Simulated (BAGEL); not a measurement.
# B3LYP/6-31G(d) (density fitting with qzvpp-jkfit, spherical functions) run of AlH3S (SMILES [AlH2][SH])

What is the energy change on altering one bond length of AlH3S at B3LYP/6-31G* (density fitting with qzvpp-jkfit, spherical functions)? 

Program for the calculation: BAGEL 1.2.2.

9 further runs of the same task are left out: 9 set aside as unsound or not needed. Runs told in other sessions of the task aren't counted.

## Step 1: Starting point

AlH3S: 5 atoms, total charge 0, spin state singlet. SMILES: `[AlH2][SH]`. Geometry: relaxed at PBE0-D4/def2-TZVP.

Bond lengths: Al1–S2 2.181 Å, Al1–H3 1.579 Å, Al1–H4 1.581 Å, S2–H5 1.344 Å. Angles: Al1–S2–H5 93.7°, S2–Al1–H3 116.5°, S2–Al1–H4 118.9°, H3–Al1–H4 124.6°.

## Step 2: The energy at B3LYP/6-31G(d) (density fitting with qzvpp-jkfit, spherical functions)

The input, calc.json:

```json
{ "bagel" : [

{
  "title" : "molecule",
  "basis" : "6-31gs.json",
  "df_basis" : "qzvpp-jkfit",
  "angstrom" : "true",
  "geometry" : [
    { "atom" : "Al", "xyz" : [   -0.616100,   -0.064200,   -0.181700 ] },
    { "atom" : "S", "xyz" : [    1.129100,   -0.343100,    1.096600 ] },
    { "atom" : "H", "xyz" : [   -1.981700,   -0.650100,    0.351100 ] },
    { "atom" : "H", "xyz" : [   -0.441100,    0.696000,   -1.556400 ] },
    { "atom" : "H", "xyz" : [    1.959700,    0.287800,    0.249000 ] }
  ]
},
{ "title" : "ks", "xc_func" : "b3lyp" },
{ "title" : "print", "file" : "orbitals.molden", "orbitals" : "true" }

]}
```

The basis set 6-31G* is read from a file made from the Basis Set Exchange's data (not shown).

Command:

```sh
$ BAGEL_NUM_THREADS=1 BAGEL calc.json > calc.out
```

Output:

```text
* using 1 threads per process

  ===============================================================
  ===============================================================

  *** Geometry ***

  { "atom" : "Al", "xyz" : [     -1.164260,     -0.121320,     -0.343363 ] },
  { "atom" : "S", "xyz" : [      2.133690,     -0.648365,      2.072274 ] },
  { "atom" : "H", "xyz" : [     -3.744870,     -1.228511,      0.663483 ] },
  { "atom" : "H", "xyz" : [     -0.833558,      1.315249,     -2.941170 ] },
  { "atom" : "H", "xyz" : [      3.703296,      0.543863,      0.470542 ] },

  Number of auxiliary basis functions:      310

  Since a DF basis is specified, we compute 2- and 3-index integrals:
    o Being stored without compression. Storage requirement is 0.004 GB

  Number of basis functions:       42
  Number of electrons      :       32

    * METHOD: MOLECULE                             0.08

  *** Kohn-Sham DFT ***

    * Removing 6817 points whose weight is below 1.00e-10
    * Grid points: 67713

  === Nuclear Repulsion ===
    73.8148997315

       - DIIS with orbital gradients will be used.

  === KS iteration (b3lyp / 6-31gs.json) ===
      0       -628.15319578          0.13881226           0.12
      1       -626.35691476          0.10533241           0.10
      2       -625.39041646          0.28618572           0.09
      3       -632.49581820          0.10287526           0.09
      4       -640.99012890          0.06645353           0.09
      5       -642.18892316          0.02950508           0.08
      6       -642.35432839          0.01895289           0.09
      7       -642.44393413          0.00486645           0.09
      8       -642.44878037          0.00199561           0.08
      9       -642.44955046          0.00006494           0.09
     10       -642.44955135          0.00003275           0.09
     11       -642.44955165          0.00000585           0.09
     12       -642.44955165          0.00000160           0.09
     13       -642.44955165          0.00000036           0.09
     14       -642.44955165          0.00000015           0.08
     15       -642.44955165          0.00000003           0.09
     16       -642.44955165          0.00000000           0.09
    * SCF iteration converged.

    * Permanent dipole moment:
           (    0.038021,    -0.225004,     0.445111) a.u.

    * METHOD: KS                                   1.71

    * METHOD: PRINT                                0.01

  ===============================================================
```

Wall time 1.9 s (1 thread of Arm Neoverse V1, shared host); peak memory 0.17 GiB.

## Step 3: The distorted shape, same level

The input, calc.json:

```json
{ "bagel": [

{
  "title": "molecule",
  "basis": "6-31gs.json",
  "df_basis": "qzvpp-jkfit",
  "angstrom": "true",
  "geometry": [
    { "atom": "Al", "xyz": [       1.022579,       0.638862,      -0.821044 ] },
    { "atom": "S", "xyz": [       2.767779,       0.359962,       0.457256 ] },
    { "atom": "H", "xyz": [      -1.981700,      -0.650100,       0.351100 ] },
    { "atom": "H", "xyz": [       1.197579,       1.399062,      -2.195744 ] },
    { "atom": "H", "xyz": [       3.598379,       0.990862,      -0.390344 ] }
  ]
},

{ "title": "ks", "xc_func": "b3lyp" },

{ "title": "print", "file": "orbitals.molden", "orbitals": "true" }

]}
```

The basis set 6-31G* is read from a file made from the Basis Set Exchange's data (not shown).

Command:

```sh
$ BAGEL_NUM_THREADS=1 BAGEL calc.json > calc.out
```

Output:

```text
* using 1 threads per process

  ===============================================================
  ===============================================================

  *** Geometry ***

  { "atom" : "Al", "xyz" : [      1.932394,      1.207274,     -1.551548 ] },
  { "atom" : "S", "xyz" : [      5.230344,      0.680230,      0.864089 ] },
  { "atom" : "H", "xyz" : [     -3.744870,     -1.228511,      0.663483 ] },
  { "atom" : "H", "xyz" : [      2.263096,      2.643844,     -4.149355 ] },
  { "atom" : "H", "xyz" : [      6.799951,      1.872458,     -0.737643 ] },

  Number of auxiliary basis functions:      310

  Since a DF basis is specified, we compute 2- and 3-index integrals:
    o Being stored without compression. Storage requirement is 0.004 GB

  Number of basis functions:       42
  Number of electrons      :       32

    * METHOD: MOLECULE                             0.08

  *** Kohn-Sham DFT ***

    * Removing 6007 points whose weight is below 1.00e-10
    * Grid points: 68523

  === Nuclear Repulsion ===
    70.4330475124

       - DIIS with orbital gradients will be used.

  === KS iteration (b3lyp / 6-31gs.json) ===
      0       -628.00293498          0.13172408           0.12
      1       -627.20394589          0.10689651           0.10
      2       -630.17714562          0.14470346           0.09
      3       -637.52567358          0.08012193           0.09
      4       -642.14723979          0.02008583           0.10
      5       -641.96924795          0.01485405           0.09
      6       -642.14779372          0.01654832           0.09
      7       -642.23965370          0.01145245           0.09
      8       -642.21838815          0.01287876           0.09
      9       -642.22054068          0.01266200           0.09
     10       -642.21816226          0.01278586           0.09
     11       -642.07467727          0.01761643           0.09
     12       -642.27549531          0.00803063           0.09
     13       -642.27978827          0.00745087           0.09
     14       -642.27575087          0.00813616           0.09
     15       -642.27261210          0.00853115           0.09
     16       -642.28807100          0.00580198           0.09
     17       -642.30004689          0.00099814           0.09
     18       -642.30012062          0.00079747           0.09
     19       -642.30028341          0.00033635           0.09
     20       -642.30031347          0.00013869           0.09
     21       -642.30031950          0.00003254           0.09
     22       -642.30031984          0.00000142           0.09
     23       -642.30031984          0.00000092           0.09
     24       -642.30031984          0.00000020           0.09
     25       -642.30031984          0.00000005           0.09
     26       -642.30031984          0.00000002           0.09
     27       -642.30031984          0.00000000           0.09
    * SCF iteration converged.

    * Permanent dipole moment:
           (   -0.966029,    -0.607912,     0.745674) a.u.

    * METHOD: KS                                   2.69

    * METHOD: PRINT                                0.01

  ===============================================================
```

Run time: 2.9 s. Hardware: 1 thread of Arm Neoverse V1, shared host; peak memory 0.17 GiB.

## Step 4: Outcome

At B3LYP/6-31G* (density fitting with qzvpp-jkfit, spherical functions):

| quantity | value |
| --- | --- |
| first shape: total energy | -642.44955 Eh |
| first shape: dipole moment | 1.27 D |
| first shape: HOMO energy | -7.51 eV |
| first shape: LUMO energy | -1.59 eV |
| first shape: HOMO–LUMO gap | 5.92 eV |
| distorted shape: total energy | -642.30032 Eh |
| distorted shape: dipole moment | 3.47 D |
| distorted shape: HOMO energy | -5.96 eV |
| distorted shape: LUMO energy | -3.63 eV |
| distorted shape: HOMO–LUMO gap | 2.34 eV |
| energy change with the Al1–H3 bond stretched from 1.579 to 3.473 Å | 4.061 eV |

In words: One bond (distorted shape) is far stretched, which a spin-restricted single reference describes badly; a broken-symmetry solution may lie lower. With the Al1–H3 bond stretched from 1.579 to 3.473 Å the energy rises by 4.06 eV (94 kcal/mol). The first shape isn't relaxed at this level, so the change isn't measured from a minimum. A restricted reference can't describe the breaking bond well at this length.
